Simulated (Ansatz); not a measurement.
**C₄H₇NO: a ladder of functionals and wavefunction methods**

An exercise on one series of results from a longer session: the logs are not shown, and one member is left open.

The runs use Ansatz 0.2.0, Gaussian basis; functionals in def2-TZVPP, the program's frozen cores in correlated methods.

Plan: PBE-D4, r2SCAN-D4, PBE0-D4, B3LYP-D4, ωB97X-V, ωB97M-V, B2PLYP; CCSD(T)/def2-TZVPP; MP2/def2-QZVPP; extrapolation to the limit.

**The geometry**

All runs share one geometry, relaxed beforehand with PBE0-D4 in a triple-zeta def2 set.

SMILES `C=COC(=C)N`, 13 atoms, charge 0, spin multiplicity 1.

Atoms are counted from 1 here; the program's logs count them from 0.

Bond lengths: C1–C2 1.323 Å, C1–H7 1.083 Å, C1–H8 1.081 Å, C2–O3 1.364 Å, C2–H9 1.085 Å, O3–C4 1.367 Å, C4–C5 1.331 Å, C4–N6 1.385 Å, C5–H10 1.081 Å, C5–H11 1.079 Å, N6–H12 1.007 Å, N6–H13 1.011 Å. Angles: C2–C1–H7 121.6°, C2–C1–H8 119.5°, H7–C1–H8 119.0°, C1–C2–O3 121.3°, C1–C2–H9 123.6°, O3–C2–H9 115.1°, C2–O3–C4 117.7°, O3–C4–C5 119.8°, O3–C4–N6 113.2°, C5–C4–N6 127.0°, C4–C5–H10 120.8°, C4–C5–H11 119.9°, H10–C5–H11 119.3°, C4–N6–H12 113.8°, C4–N6–H13 113.9°, H12–N6–H13 112.3°.

As a file:

```
C    -1.11434   -2.32296    0.09961
C    -0.37252   -1.25265    0.33211
O    -0.10945   -0.34413   -0.65117
C     0.42550    0.85786   -0.28038
C     1.47597    1.34479   -0.93616
N    -0.22515    1.43479    0.79700
H    -1.56427   -2.50127   -0.86876
H    -1.26442   -3.04712    0.88742
H     0.08704   -1.03834    1.29101
H     1.83346    2.34654   -0.74408
H     1.97804    0.73805   -1.67420
H     0.10359    2.35980    1.02325
H    -1.23316    1.38983    0.73916
```

Set-up of the first run:

File in.yaml:

```yaml
crystal:
  periodic: [false, false, false]
  atoms:
    - {symbol: C, position_ang: [-1.114337, -2.322965, 0.099606]}
    - {symbol: C, position_ang: [-0.372516, -1.252654, 0.332115]}
    - {symbol: O, position_ang: [-0.109447, -0.344130, -0.651173]}
    - {symbol: C, position_ang: [0.425497, 0.857863, -0.280383]}
    - {symbol: C, position_ang: [1.475967, 1.344791, -0.936163]}
    - {symbol: N, position_ang: [-0.225148, 1.434787, 0.797003]}
    - {symbol: H, position_ang: [-1.564273, -2.501270, -0.868763]}
    - {symbol: H, position_ang: [-1.264418, -3.047124, 0.887420]}
    - {symbol: H, position_ang: [0.087045, -1.038337, 1.291007]}
    - {symbol: H, position_ang: [1.833461, 2.346545, -0.744075]}
    - {symbol: H, position_ang: [1.978040, 0.738052, -1.674199]}
    - {symbol: H, position_ang: [0.103594, 2.359804, 1.023247]}
    - {symbol: H, position_ang: [-1.233164, 1.389835, 0.739158]}
basis:
  gaussian: {orbitals: def2-TZVPP}
hamiltonian: {xc: pbe, dispersion: d4}
output: {forces: true, orbitals: {seedname: orbitals}}
```

Started as:

```bash
$ ansatz run in.yaml --threads 4 --pin off --events-out ev --progress --plain --max-ram 10444MiB
```

Steps of the session up to this table: PBE-D4 (GGA); r2SCAN-D4 (meta-GGA); PBE0-D4 (hybrid); B3LYP-D4 (hybrid); ωB97X-V (range-separated); ωB97M-V (range-separated); B2PLYP (double hybrid); CCSD(T) in def2-TZVPP; MP2 in def2-QZVPP.

One table of the session follows, with a row left open; its other results are not shown here.

It belongs to the step «Atomisation energies». 

```
            method  atoms, summed (eV)  atomisation energy (eV)
            PBE-D4           -7734.102                   57.424
         r2SCAN-D4           -7740.845                   55.645
           PBE0-D4                   ?                        ?
          B3LYP-D4           -7745.809                   55.662
           ωB97X-V           -7742.851                   55.508
           ωB97M-V           -7742.023                   55.677
            B2PLYP           -7739.452                   54.995
     HF/def2-TZVPP           -7714.073                   39.003
    MP2/def2-TZVPP           -7727.705                   54.954
   CCSD/def2-TZVPP           -7730.816                   52.827
CCSD(T)/def2-TZVPP           -7731.176                   53.826
           MP2/CBS           -7730.186                   56.448
       CCSD(T)/CBS           -7733.657                   55.320
```

**Question.** Estimate the row for PBE0-D4.

**Answer.** atoms, summed (eV): -7735.957; atomisation energy (eV): 55.973. In the column «atoms, summed (eV)» it lies between B2PLYP (-7739.452) and PBE-D4 (-7734.102).
